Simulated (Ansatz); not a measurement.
AsH3⁺, doublet: stretch scan

Starting geometry (PBE0/def2-TZVP stationary point for this spin, not checked as a minimum):

```xyz
4

As    0.0001    0.0000   -0.0162
H     1.4362    0.0138    0.4059
H    -0.7317    1.2385    0.3977
H    -0.7085   -1.2513    0.3998
```

From there H3 moves along the line of the two atoms named below, all else staying in place; atoms are numbered as listed. Energies are in kJ/mol, counted from the starting geometry at the same level.

Basis 6-31G (Cartesian d functions); Ansatz 0.2.0. Correlated methods freeze the noble-gas cores and the filled d shells of p-block atoms. Active spaces: valence = (7e, 7o) chosen from the atoms' valence shells. No spin–orbit coupling is included, and no scalar relativity.

Runs in a small pair space aren't shown, since their orbitals change along the scan.

Full CI is exact within this basis and frozen core; it isn't the basis-set limit.

```tsv
distance As1-H3 (Å)	CASSCF (valence space)
1.226	114.8
1.340	33.1
1.497	0.0
1.678	20.0
1.806	50.7
2.024	111.5
2.343	192.2
2.767	262.3
3.246	289.8
4.068	290.7
5.137	291.2
```

**Question.** Estimate the full CI curve in 6-31G from this one, knowing how CASSCF (valence space) errs.

**Answer.** The computed full CI values, in kJ/mol from the starting point, and the error of CASSCF (valence space) against them:
```json
{"distance As1-H3 (Å)": "1.226", "full CI": "115.4", "CASSCF (valence space) less full CI": "-0.6"}
{"distance As1-H3 (Å)": "1.340", "full CI": "33.4", "CASSCF (valence space) less full CI": "-0.3"}
{"distance As1-H3 (Å)": "1.497", "full CI": "0.0", "CASSCF (valence space) less full CI": "0.0"}
{"distance As1-H3 (Å)": "1.678", "full CI": "20.1", "CASSCF (valence space) less full CI": "0.0"}
{"distance As1-H3 (Å)": "1.806", "full CI": "51.0", "CASSCF (valence space) less full CI": "-0.2"}
{"distance As1-H3 (Å)": "2.024", "full CI": "112.2", "CASSCF (valence space) less full CI": "-0.7"}
{"distance As1-H3 (Å)": "2.343", "full CI": "193.6", "CASSCF (valence space) less full CI": "-1.5"}
{"distance As1-H3 (Å)": "2.767", "full CI": "264.7", "CASSCF (valence space) less full CI": "-2.4"}
{"distance As1-H3 (Å)": "3.246", "full CI": "293.6", "CASSCF (valence space) less full CI": "-3.8"}
{"distance As1-H3 (Å)": "4.068", "full CI": "297.3", "CASSCF (valence space) less full CI": "-6.7"}
{"distance As1-H3 (Å)": "5.137", "full CI": "298.0", "CASSCF (valence space) less full CI": "-6.7"}
```

The error spans 6.7 kJ/mol and is largest, -6.7 kJ/mol, at 5.137 Å.
